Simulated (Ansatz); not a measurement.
# Si2O (singlet): from Hartree-Fock to the top rungs, cc-pVDZ

An exercise on one series of results from a longer session: the logs are not shown, and one member is left open.

The runs use Ansatz 0.2.0, Gaussian basis; cc-pVDZ, core rule «outside noble gas», up to 11 orbitals frozen.

The runs, in order: UHF; CCSD(T) on RHF; CCSD(T) on UHF; BCCD(T) on RHF; CISD; CCSDT(Q) on RHF; CCSDT(Q) on UHF.

41 further runs of the same task are left out: 10 for a known fault of the program, 19 that didn't finish, 12 set aside as unsound or not needed.

### The geometry

The geometry is a PBE0/def2-TZVP stationary point (not a proven minimum) of the parent state, kept for this charge and spin.

3 atoms, charge 0, spin multiplicity 1.

Atoms are counted from 1 here; the program's logs count them from 0.

Bond lengths: Si1–O2 1.638 Å, O2–Si3 1.638 Å. Angles: Si1–O2–Si3 180.0°.

As a file:

```tsv
atom	x (Å)	y (Å)	z (Å)
Si1	0.00000	0.00000	1.63810
O2	0.00000	0.00000	0.00000
Si3	0.00000	0.00000	-1.63810
```

Set-up of the first run:

File in.yaml:

```yaml
crystal:
  periodic: [false, false, false]
  atoms:
    - {symbol: Si, position_ang: [0.000000, 0.000000, 1.638100]}
    - {symbol: O, position_ang: [0.000000, 0.000000, 0.000000]}
    - {symbol: Si, position_ang: [0.000000, 0.000000, -1.638100]}
basis:
  gaussian: {orbitals: cc-pVDZ}
magnetization: {spin_polarized: true, initial_magnetization: 0}
hamiltonian: {xc: hf}
output: {orbitals: {seedname: orbitals}}
```

Command:

```console
> ansatz run in.yaml --threads 1 --pin off --events-out ev --progress --plain --max-ram 2393MiB
```

Steps of the session up to this table: UHF; CCSD(T) on RHF; CCSD(T) on UHF; BCCD(T) on RHF; CISD; CCSDT(Q) on RHF; CCSDT(Q) on UHF.

One table of the session follows, with a row left open; its other results are not shown here.

It belongs to the step «Misses and costs». 

| method | from RCCSDT(Q) (meV) |
| --- | --- |
| RHF | +11239.1 |
| RMP2 | ? |
| UMP2 | +1189.6 |
| CISD | +2244.8 |
| RCCSD | +743.4 |
| UCCSD | +533.7 |
| RCCSD(T) | +133.6 |
| UCCSD(T) | -15.1 |
| BCCD(T) | +125.5 |
| RCCSDT | +110.7 |
| UCCSDT | -147.7 |
| RCCSDT(Q) | 0 |
| UCCSDT(Q) | -277.1 |

Estimate the missing values for RMP2.

As computed: from RCCSDT(Q) (meV): +1501.8. In the column «from RCCSDT(Q) (meV)» it lies between UMP2 (+1189.6) and CISD (+2244.8).

Left out of the table: UHF (another determinant or state than the rows shown).

Caveats from the session: The determinant is far from a pure spin state, so its energy mixes those of several spin states (harmless only where they are near-degenerate, as at dissociation). The report flags that the cluster equations may have other roots. The program flags RCCSD(T), UCCSD(T), BCCD(T), RCCSDT(Q), UCCSDT(Q) as in doubt, so the zero of the table is itself unsure. Warnings: restricted reference is unstable; spin contamination; coupled cluster took another determinant than the lowest; large T1 diagnostic. Restricted and unrestricted rows rest on different reference determinants; where their highest levels disagree by more than a few hundredths of an eV, they describe different states and don't form one ladder.
